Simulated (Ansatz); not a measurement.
A made-up structure of CH3Si2 (charge +1), singlet:

```
6
angstrom
Si -1.3595 -1.2987 -0.2820
C -0.0771 -0.2917 -0.3473
Si 0.9019 0.9544 0.3292
H 0.6489 0.3688 -0.7475
H 2.0791 1.4320 -0.4142
H 0.6087 1.5704 1.6350
```

It is relaxed with PBE-D4/def2-SVP and then PBE0-D4/def2-TZVP (Ansatz 0.2.0). Atoms count as bonded within 1.22 times the sum of their covalent radii (H–H: 0.88 Å). The end point is not checked to be a true minimum.

Does its bonding change? (A judgement: the text doesn't fix the answer.)

Computed: Yes. Formed: none; broken: Si3–H4.

Where it ends: The first stage lowers the energy by 4.03 eV in 10 steps. It ends as CH₃Si₂ ([Si][CH][SiH2]), total charge +1:
```
atom    x (Å)    y (Å)    z (Å)
 Si1  -1.2964  -0.9498   0.1225
  C2   0.0978  -0.1382  -0.5466
 Si3   0.9385   1.0424   0.4217
  H4   0.4834  -0.3281  -1.5513
  H5   2.1219   1.7757  -0.0573
  H6   0.4569   1.3332   1.7843
```

Labels in which every atom is bracketed show which atoms are joined, not bond orders.

For scale, one of the runs: PBE0-D4/def2-TZVP relaxation, 123 basis functions, launched by `ansatz run in.yaml --threads 2 --pin off --events-out ev --progress --plain --max-ram 4352MiB`. Hardware: 2 CPU threads of an Arm Neoverse V2, shared host. Wall time about 16 s.
